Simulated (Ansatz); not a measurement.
## GaN (P6_3mc)

Method: DFT r2SCAN, scalar-relativistic, plane waves, PAW (Ansatz 0.2.0).

Settings: cutoff 500 eV, Γ-centred mesh 12×12×6 on the computed 4-atom cell, Gaussian smearing of 0.02 eV; no spin polarisation.

The structure is relaxed at this level of theory with its symmetry kept.

```cif
data_structure
_symmetry_space_group_name_H-M 'P6_3mc'
_symmetry_Int_Tables_number 186
_cell_length_a 3.1831
_cell_length_b 3.1831
_cell_length_c 5.1836
_cell_angle_alpha 90.000
_cell_angle_beta 90.000
_cell_angle_gamma 120.000
_cell_volume 45.48
loop_
_atom_site_label
_atom_site_type_symbol
_atom_site_symmetry_multiplicity
_atom_site_Wyckoff_symbol
_atom_site_fract_x
_atom_site_fract_y
_atom_site_fract_z
_atom_site_occupancy
Ga1 Ga 2 b 0.33333 0.66667 0.99911 1
N1 N 2 b 0.33333 0.66667 0.37589 1
```

| Property | Result |
| --- | --- |
| Space group | P6_3mc (No. 186) |
| Volume per atom | 76.7 bohr³ |
| Formation energy from the elements' standard states (uncorrected) | -0.654 eV/atom |
| Generalised Kohn–Sham band gap | 2.35 eV, direct at Γ |
| Löwdin character of the top 1 eV of the valence band | N 2p 88 %, Ga 4p 7 % |
| Löwdin character of the lowest 1 eV of the conduction band | N 2s 38 %, Ga 4s 37 %, N 2p 15 %, Ga 4p 9 % |
| Electron masses at the edge by Cartesian direction of the standard setting (m_e; degenerate bands sorted by energy; no spin-orbit coupling) | x: 0.19; y: 0.19; z: 0.17 |
| Hole masses at the edge by Cartesian direction of the standard setting (m_e; degenerate bands sorted by energy; no spin-orbit coupling) | x: 2.2, 0.19; y: 2.2, 0.19; z: 2.0, 2.0 |
| Bulk modulus | 197 GPa |
| Its pressure derivative | 4.3 |
| Electronic dielectric constant xx, yy, zz of the standard setting (independent particles) | 5.3, 5.3, 5.5 |
| Bader charges (e) | Ga (2 in the cell) 1.66, N (2 in the cell) -1.66 |